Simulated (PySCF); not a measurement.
Reproducing measurements on ketene

**The experiment to reproduce.**

NIST CCCBDB Release 22 (SRD 101), experimental dipoles lists, for the gas: dipole moment (microwave Stark effect) 1.42 D.

The results are set against them at the end.

Species: ketene, C2H2O.
Atom-mapped SMILES: `[CH2:1]=[C:2]=[O:3]` (hydrogens: H4, H5 on C1)

Geometry (BHandHLYP/def2-TZVP, Å), atoms numbered from 1 in this order:
```xyz
5
C2H2O angstrom
C     -0.5030    0.0694    0.1719
C      0.7155   -0.0966   -0.2515
O      1.7886   -0.2425   -0.6241
H     -1.1713   -0.7674    0.1934
H     -0.8207    1.0403    0.4935
```

Runs made with PySCF (gas phase, on this BHandHLYP/def2-TZVP geometry; no spin–orbit coupling):

```json
{"level": "BHandHLYP/def2-TZVP, grid level 1", "job": "geometry optimisation from a GFN2-xTB start", "basis functions": "105", "wall time": "10 s"}
```

Hardware: one thread of an Intel Xeon Platinum 8259CL at 2.50 GHz, on a shared host.

Results beside the measurements:

**Dipole moment.** Measured: 1.42 D (NIST CCCBDB Release 22 (SRD 101), experimental dipoles).

| level | computed (D) | computed − measured (D) | % (from the printed values) |
| --- | --- | --- | --- |
| BHandHLYP/def2-TZVP | 1.50 | +0.08 | +6 |

The computed dipoles belong to one fixed geometry; measured ones are averaged over vibrations unless marked μe. Magnitudes are compared, not signs.

The geometry is computed, not the measured one. Where a level misses, the cause wasn't examined.
